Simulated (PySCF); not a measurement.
The dipole of hydrogen fluoride (`F`) from its density and from atomic charges.

Coordinates (GFN2-xTB, Å) and charges (e) from the PBE0/pcSseg-1 density (PySCF):

```csv
atom,x,y,z,Mulliken,IAO,Hirshfeld,ESP-fitted
F1,0.468,-0.003,-0.003,-0.3070,-0.4553,-0.2327,-0.4351
H2,-0.465,0.004,-0.011,+0.3070,+0.4553,+0.2328,+0.4351
```

Question: Form Σ q r in debye for every column and set it beside the full dipole.

Answer: The full density gives (-1.92, 0.01, -0.02) D, 1.92 D in size; dipole vectors point from the negative to the positive end.

| scheme | μx | μy | μz | size (D) | share of the full size (%) | angle to the full dipole (°) |
| --- | --- | --- | --- | --- | --- | --- |
| Mulliken | -1.37 | 0.01 | -0.01 | 1.37 | 72 | 0 |
| IAO | -2.04 | 0.02 | -0.02 | 2.04 | 106 | 0 |
| Hirshfeld | -1.04 | 0.01 | -0.01 | 1.04 | 54 | 0 |
| ESP-fitted | -1.95 | 0.01 | -0.02 | 1.95 | 102 | 0 |

Question: Which set comes closest?

Answer: Length of the difference vector: ESP-fitted 0.03 D, IAO 0.12 D, Mulliken 0.54 D, Hirshfeld 0.88 D. Closest: ESP-fitted. ESP charges are fitted to the potential around the molecule, whose slowest-falling term is the dipole's. 

Question: What is left for the Hirshfeld atoms' own dipoles?

Answer: The shares of the density sum to the whole, so what Σ q r misses lies in dipoles about the nuclei. The atomic dipoles sum to (-1.92, 0.01, -0.02) − (-1.04, 0.01, -0.01) = (-0.88, 0.00, -0.01) D, 0.88 D in size.

Question: Give the size of the full dipole in other units.

Answer: 1.92 D = 0.755 au = 0.400 e·Å = 6.40 × 10⁻³⁰ C·m.

Geometry: GFN2-xTB; no solvent, vibrations or thermal averaging.

The run behind these numbers computed NMR shieldings as well. Time: 0.6 s. Hardware: one thread, Arm Neoverse V2 (shared host).
